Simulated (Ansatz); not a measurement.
A made-up structure of H₂S₂O, closed shell:

```
5
angstrom
S -0.8820 0.2182 -1.1069
O -0.2078 0.7072 0.3389
S 0.9057 -0.2989 1.0682
H -1.7897 -0.6464 -0.6087
H -0.2434 1.5905 0.7381
```

It is relaxed with PBE-D4/def2-SVP and then PBE0-D4/def2-TZVP (Ansatz 0.2.0). Atoms count as bonded within 1.22 times the sum of their covalent radii (H–H: 0.88 Å). The end point is not checked to be a true minimum.

Q: Does its bonding change? (Judge from chemistry; the calculation decides.)

A: By the calculation: No: no bond forms or breaks.

Where it ends: The first stage lowers the energy by 1.16 eV in 13 steps. It ends as H₂S₂O ([S][OH][SH]):
S1  (-1.054, 0.361, -1.136)
O2  (0.050, 0.856, 0.080)
S3  (0.725, -0.443, 1.197)
H4  (-1.533, -0.662, -0.394)
H5  (-0.405, 1.459, 0.684)
(Å)

Labels in which every atom is bracketed show which atoms are joined, not bond orders.

For scale, one of the runs: PBE0-D4/def2-TZVP relaxation, 117 basis functions, launched by `ansatz run in.yaml --threads 2 --pin off --events-out ev --progress --plain --max-ram 4352MiB`. The run took about 34 s on 2 CPU threads of an Intel Xeon Platinum 8259CL (shared host).
